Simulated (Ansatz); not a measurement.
A geometry relaxed with PBE-D3(BJ)/def2-TZVP (Ansatz, a first-principles code), charge 0, multiplicity 2:

```xyz
2

H     -0.6786     0.0000     0.0000
S      0.6786     0.0000     0.0000
```

### Question
Write the SMILES of this molecule.

### Answer
`[SH]`
